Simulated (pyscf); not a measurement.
PySCF, gas phase, ωB97X-D3(BJ)/def2-SVP geometries. Correlated levels are frozen-core, on RHF or UHF. ΔMP2 is the change of the MP2 total energy from the triple- to the quadruple-zeta basis.

Problem. Estimate the classical barrier height and the reaction energy of borane (BH₃) + formaldehyde (H₂C=O) → borane (BH₃) + :HC–OH [singlet] at CCSD(T)/def2-TZVPP + ΔMP2(QZVPP). The step runs on the singlet surface, breaks B–H, C–H and forms B–H, H–O; take the separated reactants as zero.

Solution. ΔE‡ = 3.20 eV, ΔE = +2.23 eV. Zero-point energy shifts the barrier by -0.05 eV. It is a concerted two-bond exchange, with an imaginary mode of 1582i cm⁻¹. The reactants may also form a dative adduct at BH₃; it and routes through it were not searched. The products may also form a dative adduct at BH₃; it and routes through it were not searched. The same reactants have a lower exit, to BH₃ + H₂C=O (barrier +0.27 eV at ωB97M-D3(BJ)/def2-TZVP, against +3.19 eV here). This is the saddle that the search found; another between the same sides may lie lower. The CCSD(T) − MP2 part came from Ansatz, without density fitting, on the same reference. The largest closed-shell T1 diagnostic is 0.031, which may signal static correlation.
